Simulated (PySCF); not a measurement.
Compound: cyclopentene, C5H8.
Z-matrix (Å and degrees, PBE0-D3(BJ)/def2-TZVP geometry), rows numbered from 1:
```
C 
C   1  1.3280
C   2  1.5012  1  111.93
C   3  1.5382  2  102.95  1   -13.25
C   1  1.5011  2  111.91  3    -0.11
H   1  1.0839  2  124.99  3  -177.63
H   2  1.0839  1  124.97  3   177.60
H   3  1.0977  2  110.28  1   106.32
H   3  1.0936  2  112.94  1  -134.87
H   4  1.0910  3  112.90  2   144.41
H   4  1.0929  3  109.07  2   -96.41
H   5  1.0935  1  113.08  2   135.18
H   5  1.0978  1  110.20  2  -106.00
```

Probes without a nucleus sit at each ring's centroid and 1 Å off its mean plane on both sides; NICS is minus the shielding there, NICSzz its component along the normal. Level: GIAO B97-2/pcSseg-2 (PySCF, non-relativistic, gas phase) on the PBE0-D3(BJ)/def2-TZVP geometry, one conformer.

Ring bond lengths (Å): C1–C2 1.328, C2–C3 1.501, C3–C4 1.538, C4–C5 1.538, C5–C1 1.501.

What do the NICS probes read (ppm)?

```csv
ring,type,NICS(0),"NICS(1), two faces","NICS(1)zz, two faces",rms pucker (Å),"centre to ring atoms, mean (Å)"
C1–C2–C3–C4–C5,"5-membered carbocycle; formal bonds 1 double, 4 single",-3.0,-2.1 / -3.2,-3.0 / -4.4,0.10,1.25
```

What can be read from them?

- C1–C2–C3–C4–C5: mean NICS(1)zz -3.7 ppm, shielded. C3, C4, C5 have four or more neighbours, and the NICS criterion for π rings isn't applied.

At the first NICS(1) probe listed for ring C1–C2–C3–C4–C5, 1 Å off the ring, what do the in-plane components average?

The isotropic value is a third of the trace: (3 × -2.1 − (-3.0))/2 = -1.7 ppm.

How do the values depend on the level or the medium?

| level | NICS(0), C1–C2–C3–C4–C5 | mean NICS(1)zz, C1–C2–C3–C4–C5 |
| --- | --- | --- |
| B97-2/pcSseg-2, gas | -3.0 | -3.7 |
| KT3/pcSseg-2, gas | -3.4 | -4.1 |
| PBE0/pcSseg-2, gas | -2.9 | -3.7 |
| wB97X-D/pcSseg-2, gas | -2.6 | -3.5 |
| WP04/pcSseg-2, IEF-PCM chloroform | -3.0 | -3.3 |
| wB97X-D/pcSseg-2, IEF-PCM chloroform | -2.5 | -3.5 |

The geometry is the same throughout; the continuum's cavity takes Bondi-type radii × 1.2.

Hardware: an Intel Xeon at 2.70 GHz with 2 threads, no GPU, shared host with 64 logical CPUs at a one-minute load of 60. Cost: 47 s wall, 1.7 min CPU, 1.9 GiB resident at most. This is the whole shielding run at B97-2/pcSseg-2, SCF included.
